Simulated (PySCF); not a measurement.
SOF₂ was optimised in PySCF in the def2-TZVP basis family (density fitting, no spin–orbit coupling) with several functionals.

One of them gave a singlet of Cs symmetry with a mean bond of 1.532 Å to S, wavenumbers 375, 395, 534, 762, 827, 1373 cm⁻¹ and a HOMO–LUMO gap of 8.52 eV.

Task: Which level of theory was it?
A. PBE
B. B3LYP
C. PBE0

Result: C. That is PBE0, with S–F 1.588 Å (×2), S–O 1.419 Å. The others give B3LYP 1.546 Å and 1341 cm⁻¹ for the highest mode; PBE 1.566 Å and 1289 cm⁻¹ for the highest mode.

The structures come from searches over a few start shapes, so lower isomers are not excluded.
